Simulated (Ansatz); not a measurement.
Mulliken charges of `O[Si]F` from ωB97M-V/def2-TZVPP in Ansatz (PBE0-D4/def2-TZVP geometry).

| atom | x (Å) | y (Å) | z (Å) | charge (e) |
| --- | --- | --- | --- | --- |
| O1 | -0.573 | 0.756 | -0.188 | -0.331 |
| Si2 | 0.291 | 0.042 | 1.006 | 0.461 |
| F3 | 0.924 | -1.232 | 0.233 | -0.304 |
| H4 | -0.587 | 0.374 | -1.071 | 0.174 |

Task: By hand: the dipole of these point charges (1 e Å = 4.8032 D).

Result: Σ q r = (-0.059, 0.209, 0.269) e Å, of length 0.346 e Å = 1.66 D.

Task: How does the dipole of the full density compare? (Best estimate.)

Result: Computed: (-0.063, 0.014, -0.170) e Å, 0.87 D; the point charges give 1.91 times that, at 128° from its direction, so they point the opposite way.

Point charges leave out the atoms' own dipoles, such as those of lone pairs, and Mulliken's split depends on the basis, so the two needn't agree.
